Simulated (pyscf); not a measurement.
HF + F–Sn:–SH [singlet] -> F–Sn:–F [singlet] + H₂S, a four-centre exchange (singlet surface; F–H, S–Sn broken, F–Sn, H–S formed). PySCF, gas phase, ωB97X-D3(BJ)/def2-SVP geometries. Correlated levels are frozen-core, on RHF or UHF. ΔMP2 is the change of the MP2 total energy from the triple- to the quadruple-zeta basis. Energies in eV from the separated reactants.

GFN2-xTB: tblite. 

Quick GFN2-xTB single points give ΔE‡ = -0.08 eV and ΔE = -0.55 eV. What does CCSD(T)/def2-TZVPP + ΔMP2(QZVPP) give, and how far is the quick result from it?

CCSD(T)/def2-TZVPP + ΔMP2(QZVPP) gives ΔE‡ = -0.09 eV and ΔE = -0.09 eV. GFN2-xTB lies 0.02 eV over it in the barrier and 0.46 eV under it in the reaction energy, so on this step it does not hold to within 0.13 eV. CCSD(T)/def2-TZVPP + ΔMP2(QZVPP) has limits of its own. On the reactant side the descent ends in a bound adduct, 0.42 eV under the separated species and 0.22 eV under the saddle at ωB97X-D3(BJ)/def2-TZVP. On the product side the descent ends in an adduct with a S–Sn contact, 0.59 eV under the separated species and 0.41 eV under the saddle at ωB97X-D3(BJ)/def2-TZVP. At CCSD(T) the saddle lies under the separated reactants, which points to a path from their complex (located at ωB97X-D3(BJ) alone). What is counted as broken (S–Sn) persists as a longer contact in the product adduct; parting that adduct is a step of its own. At ωB97X-D3(BJ)/def2-TZVP the barrier from the zero used here is -0.20 eV. One saddle was located; it need not be the lowest between these sides. The CCSD(T) − MP2 part came from Ansatz, without density fitting, on the same reference. The frozen core leaves the outer d or s,p core shells of the metals and heavy elements correlated in the MP2 and CC values, and def2-TZVPP describes them poorly, which can shift differences by a few kcal/mol. In the def2 sets elements past Kr carry core potentials, without spin-orbit coupling.
